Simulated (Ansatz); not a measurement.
# SiH3O (doublet): the correlation ladder at distance O1–H3 along a hydrogen transfer = 1.011 Å, cc-pVDZ

How much of the correlation energy of SiH3O (doublet) does each wave-function method recover here?

The runs use Ansatz 0.2.0, Gaussian basis; cc-pVDZ, core rule «outside noble gas», up to 6 orbitals frozen.

To be run: UHF; CCSD(T) on ROHF; CCSD(T) on UHF; BCCD(T) on ROHF; CISD; CCSDT(Q) on ROHF; CCSDT(Q) on UHF; CASSCF and MRCISD+Q, 3 electrons in 3 orbitals; CASSCF and NEVPT2, 3 electrons in 3 orbitals.

8 further runs of the same task are left out: 1 for a mislabelled method, 5 that didn't finish, 2 set aside as unsound or not needed.

## 1. What is computed

The geometry derives from fragments relaxed apart (PBE0/def2-TZVP) and kept rigid, so it is no stationary point. A hydrogen atom is moved between rigid fragments.

5 atoms, charge 0, spin multiplicity 2.

Atoms are counted from 1 here; the program's logs count them from 0.

Bond lengths: O1–H2 0.960 Å, O1–H3 1.011 Å, Si4–H5 1.532 Å. Angles: H2–O1–H3 105.1°.

## 2. UHF

Contents of in.yaml:

```yaml
crystal:
  periodic: [false, false, false]
  atoms:
    - {symbol: O, position_ang: [-1.731155, 0.011831, 0.000000]}
    - {symbol: H, position_ang: [-1.980464, 0.938406, 0.000000]}
    - {symbol: H, position_ang: [-0.720155, 0.011831, 0.000000]}
    - {symbol: Si, position_ang: [1.031845, 0.011831, 0.000000]}
    - {symbol: H, position_ang: [1.428279, -1.467683, 0.000000]}
basis:
  gaussian: {orbitals: cc-pVDZ}
magnetization: {spin_polarized: true, initial_magnetization: 1}
hamiltonian: {xc: hf}
output: {orbitals: {seedname: orbitals}}
```

Started as:

```
ansatz run in.yaml --threads 1 --pin off --events-out ev --progress --plain --max-ram 2393MiB
```

After this run come: CCSD(T) on ROHF; CCSD(T) on UHF; BCCD(T) on ROHF; CISD; CCSDT(Q) on ROHF; CCSDT(Q) on UHF; CASSCF and MRCISD+Q, 3 electrons in 3 orbitals; CASSCF and NEVPT2, 3 electrons in 3 orbitals.

**Question.** What will the summary of the whole plan be? Wanted: UCCSDT(Q) below the RHF energy; RMP2 from UCCSDT(Q); UMP2 from UCCSDT(Q); RCCSD from UCCSDT(Q); RCCSD(T) from UCCSDT(Q); UCCSD(T) from UCCSDT(Q); RCCSDT(Q) from UCCSDT(Q); MRCISD+Q pair from UCCSDT(Q); T1 diagnostic.

As calculated:

| quantity | value |
| --- | --- |
| UCCSDT(Q) below the RHF energy | -8.8151 eV |
| RMP2 from UCCSDT(Q) | +103.5 kJ/mol |
| UMP2 from UCCSDT(Q) | +108.0 kJ/mol |
| RCCSD from UCCSDT(Q) | +22.5 kJ/mol |
| RCCSD(T) from UCCSDT(Q) | +4.2 kJ/mol |
| UCCSD(T) from UCCSDT(Q) | +4.3 kJ/mol |
| RCCSDT(Q) from UCCSDT(Q) | +0.1 kJ/mol |
| MRCISD+Q pair from UCCSDT(Q) | +11.4 kJ/mol |
| levels within 1 kcal/mol (43 meV) | BCCD(T), RCCSDT, UCCSDT, RCCSDT(Q) |
| T1 diagnostic | 0.017 |

RCCSD(T) lands +4.2 kJ/mol from the yardstick (0.5 % of the correlation energy). These misses are within one basis, not against nature; the frozen cores of restricted and unrestricted runs differ, which can shift their rows.
